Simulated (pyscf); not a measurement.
H₂S + Cl–Ge:–Cl [singlet] → HS–GeH(Cl)–Cl, gas phase, singlet surface. Single points on ωB97X-D3(BJ)/def2-SVP structures (PySCF, gas phase). MP2 and CC: frozen core, UHF for open shells. ΔMP2 is the change of the MP2 total energy from the triple- to the quadruple-zeta basis. ΔG in kcal/mol from CCSD(T)/def2-TZVPP + ΔMP2(QZVPP) energies (ideal gas, 1 atm, RRHO with modes under 100 cm⁻¹ raised to 100, one conformer, R ln 2 for chiral ones without a mode under 150 cm⁻¹).

```tsv
T (K)	ΔG
298	-11.0
600	-0.6
900	?
1200	+18.6
```

### Question
Fit a line to the three values, predict ΔG at 900 K, and estimate where the reaction turns unfavourable at 1 atm of each gas.

### Answer
Least squares gives ΔG = -20.5 + 32.7 × T/1000 K, so ΔS is about -137 J/(mol K) and ΔH about -20.5 kcal/mol over this range (ΔH at 298 K: -21.5). At 900 K the line gives +8.9; the computed value is +9.2. ΔG = 0 falls near 630 K; 1 kcal/mol in the energy moves that by 31 K. This is thermodynamics alone and says nothing of the barrier. The CCSD(T) − MP2 part came from Ansatz, without density fitting, on the same reference. The frozen core leaves the outer d or s,p core shells of the metals and heavy elements correlated in the MP2 and CC values, and def2-TZVPP describes them poorly, which can shift differences by a few kcal/mol. Elements up to Kr have no core potential and no relativistic terms here.
